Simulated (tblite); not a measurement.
Species: HPS.
InChI=1S/HPS/c1-2/h1H

Computed values, GFN2-xTB/tblite, gas phase, harmonic and unscaled. The method is semi-empirical: single wavenumbers can be off by several per cent or more. Modes of hydrogen on phosphorus can be 10 to 20 % off.

Harmonic wavenumbers (cm⁻¹): 735.2, 841.9, 2078.3.

A = 267287, B = 8360, C = 8106 MHz; mass 63.954 u (most abundant isotopes); point group Cs, symmetry number 1.

Task: Zero-point energy?

Result: Half the sum of the wavenumbers: 1828 cm⁻¹ = 21.87 kJ/mol.

Task: What is S at 500 K and 1 bar for an ideal gas of classical rigid rotors and harmonic oscillators?

Result: Translation 171.46, rotation 91.85, vibration 6.36: S = 269.7 J/(mol K).

Task: And Cp and H(500 K) − H(0)?

Result: Cp = 45.03 J/(mol K), of which vibrations give 11.77 (their classical limit is 3 R = 24.9); H(500 K) − H(0) = 18.88 kJ/mol without the zero-point energy, 2.25 from vibrations.

Task: What must be added to the electronic energy to get the Gibbs energy at 500 K and 1 bar?

Result: ZPE + [H(500 K) − H(0)] − T·S = 21.87 + 18.88 − 134.84 = -94.09 kJ/mol.

Task: Which modes carry the vibrational entropy at 500 K?

Result: 735.2 cm⁻¹: 3.48; 841.9 cm⁻¹: 2.73; 2078.3 cm⁻¹: 0.15 J/(mol K).

Task: How do the functions run with temperature in this model?

Result: 
```csv
T (K),S (J/(mol K)),Cp (J/(mol K)),H − H(0) (kJ/mol),G − H(0) (kJ/mol),ln q(vib)
150,223.4,33.8,5.00,-28.50,0.00
250,241.3,37.1,8.52,-51.80,0.02
298.15,248.0,38.9,10.35,-63.58,0.05
400,259.9,42.4,14.50,-89.47,0.12
600,278.1,47.1,23.49,-143.35,0.34
900,298.1,51.4,38.33,-229.94,0.71
```

q(vib) and H(0) count from the zero-point level.

Run on one thread of an x86-64 server, on a shared host. The figure is for the frequency step alone.
